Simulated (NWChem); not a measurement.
difluoromethane (CH2F2); SMILES FCF

All runs: NWChem. Pople sets run with spherical d functions. Each level has its own optimisation. Entropies are gas-phase, rigid-rotor, harmonic values for NWChem's default masses at 298.15 K and 1 bar, so the errors hold that model's part too (torsions, anharmonicity).

Measured entropy at 1 bar: 59.0 cal/(mol K) (CRC Handbook, as tabulated in the package chemicals).

```json
[
 {"level": "Hartree-Fock/STO-3G", "entropy at 1 bar (cal/(mol K))": "58.9", "computed − measured": "-0.1"},
 {"level": "Hartree-Fock/3-21G", "entropy at 1 bar (cal/(mol K))": "[?]", "computed − measured": "[?]"},
 {"level": "Hartree-Fock/6-31G*", "entropy at 1 bar (cal/(mol K))": "58.7", "computed − measured": "-0.3"},
 {"level": "B3LYP/6-31G*", "entropy at 1 bar (cal/(mol K))": "58.9", "computed − measured": "-0.1"},
 {"level": "LDA (Slater exchange, VWN5)/def2-SVP", "entropy at 1 bar (cal/(mol K))": "58.9", "computed − measured": "-0.1"},
 {"level": "PBE/def2-SVP", "entropy at 1 bar (cal/(mol K))": "59.0", "computed − measured": "0.0"},
 {"level": "BLYP/def2-SVP", "entropy at 1 bar (cal/(mol K))": "[?]", "computed − measured": "[?]"},
 {"level": "PBE0/def2-SVP", "entropy at 1 bar (cal/(mol K))": "58.8", "computed − measured": "-0.2"}
]
```

Q: Complete the blanks.

A: 
- BLYP/def2-SVP, entropy at 1 bar (cal/(mol K)): 59.1
- BLYP/def2-SVP, computed − measured: +0.1
- Hartree-Fock/3-21G, entropy at 1 bar (cal/(mol K)): 58.9
- Hartree-Fock/3-21G, computed − measured: -0.1
